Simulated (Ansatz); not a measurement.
# Isomers

Structures of CH5OSi (charge -1), singlet, relaxed at PBE0-D4/def2-TZVPD (vibrations not checked; lower isomers may exist, and structures with a doubtful reference or unclear bonds are left out). Ansatz 0.2.0; basis: def2-TZVPPD; cores frozen in the correlated methods. B3LYP uses VWN-RPA correlation.

Question: Rank them by CCSD(T) energy, lowest first, and give each one's height above the lowest. Links in brackets join atoms within 1.22 times the sum of their covalent radii (1.1 for two metals). (To be estimated.)
A.
CH₅OSi ([CH3][SiH][OH]), total charge -1
```
8
angstrom
C -0.5608 0.7863 -0.4877
Si 0.9481 -0.4000 -0.1796
O 0.1744 -1.5651 0.8818
H -1.2566 0.3651 -1.2222
H -0.2012 1.7453 -0.8841
H -1.1202 0.9868 0.4364
H 1.5989 0.5133 0.8956
H 0.4174 -2.4316 0.5599
```
B.
CH₅OSi ([CH2]1[O][SiH3]1), total charge -1
```
8
angstrom
C -0.5512 0.6069 -0.8029
O 0.8970 0.2655 -0.8517
Si 0.2998 -0.4094 0.5734
H -1.0822 0.1815 -1.6674
H -0.6953 1.6975 -0.7872
H 0.0047 0.3791 1.8426
H 1.6504 -1.0318 1.0513
H -0.5233 -1.6892 0.6418
```
C.
CH₅OSi ([CH3][SiH2][O]), total charge -1
```
8
angstrom
C -0.5509 0.8150 -0.4908
Si 0.8394 -0.3623 0.0844
O 0.3860 -1.7117 0.7312
H -1.1812 0.3277 -1.2428
H -0.1362 1.7316 -0.9289
H -1.1913 1.0948 0.3528
H 1.6945 0.5613 0.9615
H 1.7072 -0.4677 -1.1763
```
D.
CH₅OSi ([CH2][SiH2][OH]), total charge -1
```
8
angstrom
C -0.3861 0.8219 -0.8317
Si 0.7148 -0.3524 -0.1498
O 0.1334 -1.5983 0.8806
H -1.1182 0.5742 -1.5987
H -0.5603 1.7718 -0.3300
H 1.4588 -1.2206 -1.1598
H 1.7945 0.3254 0.6678
H 0.7261 -2.3552 0.8494
```

Answer: Computed: C (0.00 kcal/mol), A (23.49 kcal/mol), D (28.88 kcal/mol), B (56.03 kcal/mol). Heights count from the lowest.

Question: Do PBE-D4, r2SCAN-D4, PBE0-D4, B3LYP-D4, wB97M-V, HF, MP2 give the same order? (A judgement: the text doesn't fix the answer.)

Answer: The calculation gives: All do.

The T1 diagnostic stays at or below 0.016.

For scale, one of the runs: CCSD(T)/def2-TZVPPD, 210 basis functions, launched by `ansatz run in.yaml --threads 2 --pin off --events-out ev --progress --plain --max-ram 4352MiB`. The run took 54 s on 2 CPU threads of an Arm Neoverse V2 (shared host), with 2.8 GiB of host memory at its peak.
